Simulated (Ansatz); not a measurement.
Geometry optimisation, RKS PBE0/def2-SVP (Ansatz).

Input file:

```yaml
crystal:
  periodic: [false, false, false]
  atoms:
    - { symbol: Al, position_ang: [0.0, 0.0, 0.0] }
    - { symbol: F, position_ang: [0.0, 0.0, 1.69] }
    - { symbol: O, position_ang: [1.5415, 0.0, -0.89] }
    - { symbol: H, position_ang: [1.8414, -0.9519, -1.0449] }
    - { symbol: H, position_ang: [-1.351, 0.0, -0.78] }
basis:
  gaussian: { orbitals: def2-SVP }
hamiltonian:
  xc: pbe0
relax:
  f_tol: 0.02
  max_steps: 40
output:
  orbitals: {}
```

Command:

```bash
$ ansatz run input.yaml --threads 1 --pin off --max-ram 2048MiB --backend cpu --events-out ev --progress --plain --runs-dir out
```

Q: Where does it end, and by what steps?

A: The run converged. After 7 steps the energy has fallen by 0.366 eV; H4 moved furthest, 0.53 Å.

```
step  energy less start (eV)  largest force component (eV/Å)  accepted
   0                  0.0000                           2.189       yes
   1                 -0.1194                           0.974       yes
   2                 -0.1805                           0.323       yes
   3                 -0.2453                           0.806       yes
   4                 -0.2664                           1.366       yes
   5                 -0.3594                           0.101       yes
   6                 -0.3653                           0.084       yes
   7                 -0.3663                           0.014       yes
```

```xyz
5
Properties=species:S:1:pos:R:3
Al -0.061 -0.076 -0.071
F 0.117 -0.076 1.583
O 1.269 -0.417 -1.055
H 2.161 -0.622 -0.771
H -1.454 0.238 -0.710
```

Time of the run: 12 s on 1 thread of Arm Neoverse V1, with other jobs on the host, peak memory 0.12 GiB.
